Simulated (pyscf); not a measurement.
Structures and frequencies: ωB97X-D3(BJ)/def2-SVP in PySCF.

Estimate by transition-state theory the rate constant of H₂B–OH + HO–BH–OH → HO–B(OH)–OH + BH₃ (singlet surface; B–O, B–H broken, B–O, B–H formed) at 900 K, with ωB97M-D3(BJ)/def2-TZVP energies (ideal gas, 1 atm, RRHO with modes under 100 cm⁻¹ raised to 100, one conformer, R ln 2 for chiral ones without a mode under 150 cm⁻¹; no tunnelling).

The electronic barrier is 9.9 kcal/mol and the thermal terms add +36.5, so ΔG‡ = 46.4 kcal/mol. With k_BT/h = 1.88e+13 s⁻¹ and RT = 1.788 kcal/mol, and a volume of 1.23e-19 cm³ per molecule at 1 atm, k = 1.2e-17 cm³ molecule⁻¹ s⁻¹. Wigner's tunnelling factor for 264i cm⁻¹ would be 1.01. A shift of 1 kcal/mol in the barrier changes k by a factor 1.7. On the reactant side the descent ends in a complex (not fully relaxed), 5.1 kcal/mol under the separated species and 14.8 kcal/mol under the saddle at ωB97X-D3(BJ)/def2-TZVP. On the product side the descent ends in an adduct with a B–O contact (not fully relaxed), 16.4 kcal/mol under the separated species and 19.4 kcal/mol under the saddle at ωB97X-D3(BJ)/def2-TZVP. What is counted as broken (B–O) persists as a longer contact in the product adduct; parting that adduct is a step of its own. The reactants may also form a dative adduct at H₂B–OH; it and routes through it were not searched. One saddle was located; it need not be the lowest between these sides.
